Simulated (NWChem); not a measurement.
acetamide (C₂H₅NO); SMILES CC(N)=O

```xyz
9

C      0.2400     1.3879     0.0000
C     -0.1420    -0.0893     0.0000
N      0.9132    -0.9668     0.0000
O     -1.3092    -0.4639     0.0000
H      1.3300     1.5832     0.0000
H     -0.2138     1.8678     0.8892
H     -0.2138     1.8678    -0.8892
H      0.7054    -1.9660     0.0000
H      1.8851    -0.6650     0.0000
```
Atoms are numbered in this order, from 1.

Program: NWChem. Pople sets run with spherical d functions. Coordinates come from a PBE-D3(BJ)/def2-SVP optimisation. Vertical excitations in the gas phase; the lowest state need not have the same character in each row.

For level Hartree-Fock/def2-SVPD, CIS:

* **lowest state with f > 0.02, singlet (eV)**: 8.76
* **oscillator strength of that bright state**: 0.259
* **orbital gap (eV)**: 13.89

**Question.** Estimate the same quantities for level Hartree-Fock/6-31G*, CIS.

**Answer.** 
* **lowest state with f > 0.02, singlet (eV)**: 9.24
* **oscillator strength of that bright state**: 0.234
* **orbital gap (eV)**: 16.45
